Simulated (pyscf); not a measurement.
This saddle point was located with ωB97X-D3(BJ)/def2-SVP in PySCF.

```xyz
8

O     -1.6883    -0.3773     0.4653
Ta    -0.1318    -0.0170    -0.3722
F      0.4906     1.7318    -0.1416
F     -0.7483     0.1414    -2.1319
F      1.0557    -1.4219    -0.7768
O      0.2545    -0.5151     1.6508
H     -0.9723    -0.6287     1.4221
H      0.8302    -1.1733     2.0539
```
Charge 0, spin multiplicity 1.

Surface: singlet, charge 0. Lowest wavenumbers (cm⁻¹): 1573i, 93, 149, 194, 207.

### Question
Name the species on either side of this saddle.

### Answer
`[O]=[Ta]([F])([F])[F]` + `[OH2]` ⇌ `[OH][Ta]([OH])([F])([F])[F]`, an addition across a multiple bond or ene-type step read from left to right: H–O broken and H–O, O–Ta formed. At ωB97M-D3(BJ)/def2-TZVP it lies +0.9 kcal/mol from the left side and +28.8 kcal/mol from the right (each side as separated species at their lowest minima found). On the reactant side the descent ends in an adduct with a O–Ta contact, 23.0 kcal/mol under the separated species and 22.0 kcal/mol under the saddle at ωB97X-D3(BJ)/def2-TZVP. On the product side the descent ends in a point that may be a rotor saddle (no frequency run), 1.2 kcal/mol over the lowest minimum found and 27.7 kcal/mol under the saddle at ωB97X-D3(BJ)/def2-TZVP. What is counted as formed (O–Ta) is already present as a longer contact in the reactant adduct; forming that adduct is a step of its own. At the saddle there is also a short H–Ta contact that neither side keeps. This is the saddle that the search found; another between the same sides may lie lower. Elements past Kr carry the def2 core potentials, without spin-orbit coupling.
